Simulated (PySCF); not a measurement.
**H₂SO₃, a complex of two parts: interaction energy**

Aim: the interaction energy of `O=S=O` with `O`.

Programs: PySCF 2.14.0. All values are calculated, for the isolated system unless a continuum is named. Atoms count from 0, parts from 1.

## Step 1: The system as given

6 atoms, charge 0, multiplicity 1; geometry: GFN2-xTB. Parts: 1 = atoms 0–2, `O=S=O`, charge 0; 2 = atoms 3–5, `O`, charge 0.

## Step 2: Relaxing the molecule at PBE0-D3(BJ)/def2-SVPD

What the job is given:

```
{"job": {"xc": "PBE0", "basis": "def2-SVPD", "d3": "d3bj", "grid": 2, "kind": "geom", "shake": 0.01}, "charge": 0, "multiplicity": 1, "parts": [{"atoms": "0-2", "charge": 0, "multiplicity": 1}, {"atoms": "3-5", "charge": 0, "multiplicity": 1}]}
O      1.355176    -0.063699     0.505148
S      0.330971     0.466050    -0.408065
O     -0.964485     0.751788     0.182284
O      1.106510     2.680055    -0.190885
H      0.313364     3.065248     0.250006
H      1.772537     2.569690     0.459703
```

Command:

```bash
OMP_NUM_THREADS=1 python cluster_run.py task.json out
```

The driver reads the jobs from task.json and runs them one after another.

**Question.** The jobs that follow are: CCSD(T)/aug-cc-pVDZ and MP2/aug-cc-pVTZ counterpoise interaction energy, frozen core, gas phase. Predict: point group; rotational constants (main isotopes); interaction energy, CCSD(T) limit estimate; MP2/aug-cc-pVTZ; T1 diagnostic.

The runs gave:

```
                                  quantity                 value
                               point group                    Cs
      rotational constants (main isotopes)  8.39, 4.41, 3.24 GHz
interaction energy, CCSD(T) limit estimate        -3.99 kcal/mol
                           MP2/aug-cc-pVTZ        -3.42 kcal/mol
                             T1 diagnostic                0.0206
```

What this shows: Over 8 steps the energy fell by 0.107 eV; of the close pairs, O3–H5 changed most, 0.938 to 0.963 Å. At this geometry a test (T1, the size of the triples or of CCSD(T) less MP2, charge moved between the parts) flags the run, so its CCSD(T) estimate is not taken as a benchmark. The estimate adds CCSD(T) less MP2 in the small basis (-0.25 kcal/mol) to extrapolated MP2. Hartree-Fock gives -3.35 against -3.99 kcal/mol. T1 is over 0.02, so one reference may not be enough.
